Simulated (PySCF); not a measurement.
Z-matrix (Å, degrees):
```
Si
H 1 1.4774
H 1 1.4774 2 109.47
H 1 1.4774 2 109.47 3 120.00
H 1 1.4774 2 109.47 3 -120.00
```
Charge 0, spin multiplicity 1.

Problem. Estimate the dipole moment, HOMO and HOMO–LUMO gap that PySCF with CAM-B3LYP-D3(BJ)/def2-TZVP returns for this input.

Solution. 
```
Item              Result
-------------  ---------
dipole moment     0.00 D
HOMO           -11.33 eV
HOMO–LUMO gap   13.37 eV
```
